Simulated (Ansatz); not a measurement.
## Other spins and charges of HCSi, quartet at one geometry

Geometry (PBE0/def2-TZVP stationary point for this spin, not checked as a minimum):

```xyz
3

Si    0.0000    0.0326    0.6172
C     0.0000   -0.1270   -1.2686
H     0.0000    0.6065   -2.0825
```

Basis 6-31G; Ansatz 0.2.0. Correlated methods freeze the noble-gas cores. Prefix R: restricted or restricted open-shell reference; prefix U: unrestricted. Active spaces: valence = (9e, 9o) chosen from the atoms' valence shells.

Gaps are energies of the second state less the first, at fixed atoms, for a selection of the levels run; each method lands on the state that its own search finds for that charge and spin.

Unrestricted rows (U, and Kohn–Sham where it breaks symmetry) aren't spin-pure: their determinants' ⟨S²⟩ exceeds S(S+1) by up to 0.79, so they mix in states of higher spin. For open shells CISD and CISDTQ are restricted-active-space CI with the open shells as a complete middle space. A value is left out where its run failed or describes another state than the reference as far as symmetry and spin tell, or, spin-broken singlets apart, can't be checked.

Doublet less quartet: -1.602 eV at full CI (quartet A'', doublet A', in Cs).

Large singles or doubles amplitudes warn of static correlation in the HCSi doublet.

| level | gap (eV) | error (meV) | ⟨S²⟩ where 0.1 over S(S+1) (first / second) |
| --- | --- | --- | --- |
| RMP2 | -1.340 | 262 | – / – |
| CISD | -1.169 | 433 | – / – |
| RCCSD | -1.441 | 161 | – / – |
| UCCSD | -1.455 | 147 | – / 1.54 |
| UCCSD(T) | -1.533 | 69 | – / 1.54 |
| NEVPT2 (valence space) | -1.619 | -17 | – / – |
| MRCISD+Q (valence space) | -1.601 | 1 | – / – |
| PBE0 | -1.280 | 322 | – / 0.91 |
| wB97M-V | -1.386 | 216 | – / 0.85 |
| B2PLYP | -1.331 | 271 | – / 1.18 |

Removing an electron, to the triplet: 6.380 eV at full CI (quartet A'', triplet ion A'', in Cs).

| level | gap (eV) | error (meV) | ⟨S²⟩ where 0.1 over S(S+1) (first / second) |
| --- | --- | --- | --- |
| RHF | 6.776 | 396 | – / – |
| UHF | 6.679 | 299 | – / 2.13 |
| RMP2 | 6.556 | 176 | – / – |
| UMP2 | 6.545 | 165 | – / 2.13 |
| CISD | 6.477 | 97 | – / – |
| RCCSD | 6.418 | 38 | – / – |
| UCCSD | 6.416 | 36 | – / 2.13 |
| RCCSD(T) | 6.393 | 13 | – / – |
| UCCSD(T) | 6.393 | 13 | – / 2.13 |
| BCCD(T) | 6.394 | 14 | – / – |
| RCCSDT | 6.384 | 4 | – / – |
| UCCSDT | 6.384 | 4 | – / 2.13 |
| CISDTQ | 6.384 | 4 | – / – |
| RCCSDT(Q) | 6.380 | 0 | – / – |
| UCCSDT(Q) | 6.380 | 0 | – / 2.13 |
| RCCSDTQ | 6.380 | 0 | – / – |
| UCCSDTQ | 6.380 | 0 | – / 2.13 |
| CASSCF (valence space) | 6.037 | -343 | – / – |
| NEVPT2 (valence space) | 6.277 | -103 | – / – |
| MRCISD (valence space) | 6.359 | -21 | – / – |
| MRCISD+Q (valence space) | 6.377 | -3 | – / – |
| PBE | 6.917 | 537 | – / – |
| r2SCAN | 7.064 | 684 | – / – |
| PBE0 | 7.073 | 693 | – / – |
| B3LYP | 6.960 | 580 | – / – |
| wB97M-V | 6.771 | 391 | – / – |
| B2PLYP | 6.747 | 367 | – / – |
| RPA-PBE | 6.390 | 10 | – / – |

Removing an electron, to the quintet: 9.234 eV at full CI (quartet A'', quintet ion A'', in Cs).

```csv
level,gap (eV),error (meV)
RMP2,9.136,-98
CISD,9.166,-68
RCCSD,9.232,-2
UCCSD(T),9.232,-2
BCCD(T),9.235,1
UCCSDT,9.233,-1
NEVPT2 (valence space),9.115,-119
MRCISD (valence space),9.208,-26
B3LYP,10.223,989
wB97M-V,10.153,919
```

Sextet less quartet: 2.326 eV at full CI (quartet A'', sextet A', in Cs).

```json
{"level": "RHF", "gap (eV)": "1.708", "error (meV)": "-618"}
{"level": "UHF", "gap (eV)": "1.695", "error (meV)": "-631"}
{"level": "RMP2", "gap (eV)": "2.134", "error (meV)": "-192"}
{"level": "UMP2", "gap (eV)": "2.139", "error (meV)": "-187"}
{"level": "CISD", "gap (eV)": "2.217", "error (meV)": "-109"}
{"level": "RCCSD", "gap (eV)": "2.288", "error (meV)": "-38"}
{"level": "UCCSD", "gap (eV)": "2.287", "error (meV)": "-39"}
{"level": "RCCSD(T)", "gap (eV)": "2.314", "error (meV)": "-12"}
{"level": "UCCSD(T)", "gap (eV)": "2.313", "error (meV)": "-13"}
{"level": "BCCD(T)", "gap (eV)": "2.313", "error (meV)": "-13"}
{"level": "RCCSDT", "gap (eV)": "2.323", "error (meV)": "-3"}
{"level": "UCCSDT", "gap (eV)": "2.323", "error (meV)": "-3"}
{"level": "CISDTQ", "gap (eV)": "2.322", "error (meV)": "-4"}
{"level": "RCCSDT(Q)", "gap (eV)": "2.325", "error (meV)": "-1"}
{"level": "UCCSDT(Q)", "gap (eV)": "2.325", "error (meV)": "-1"}
{"level": "RCCSDTQ", "gap (eV)": "2.325", "error (meV)": "-1"}
{"level": "UCCSDTQ", "gap (eV)": "2.325", "error (meV)": "-1"}
{"level": "CASSCF (valence space)", "gap (eV)": "2.199", "error (meV)": "-127"}
{"level": "NEVPT2 (valence space)", "gap (eV)": "2.290", "error (meV)": "-36"}
{"level": "MRCISD (valence space)", "gap (eV)": "2.316", "error (meV)": "-10"}
{"level": "MRCISD+Q (valence space)", "gap (eV)": "2.323", "error (meV)": "-3"}
{"level": "PBE", "gap (eV)": "2.962", "error (meV)": "636"}
{"level": "r2SCAN", "gap (eV)": "2.536", "error (meV)": "210"}
{"level": "PBE0", "gap (eV)": "2.772", "error (meV)": "446"}
{"level": "B3LYP", "gap (eV)": "3.162", "error (meV)": "836"}
{"level": "wB97M-V", "gap (eV)": "3.167", "error (meV)": "841"}
{"level": "B2PLYP", "gap (eV)": "2.885", "error (meV)": "559"}
{"level": "RPA-PBE", "gap (eV)": "2.812", "error (meV)": "486"}
```

In so small a basis the reference is far from its limit while semilocal and hybrid functionals are nearer theirs (RPA and double hybrids share much of the reference's basis error), so the functionals' errors here hold much of the reference's basis and frozen-core error, which can add to them or hide them.

Full CI is exact within this basis and frozen core; it isn't the basis-set limit. The frozen core follows each run's orbitals, which can shift R against U totals by a few meV.
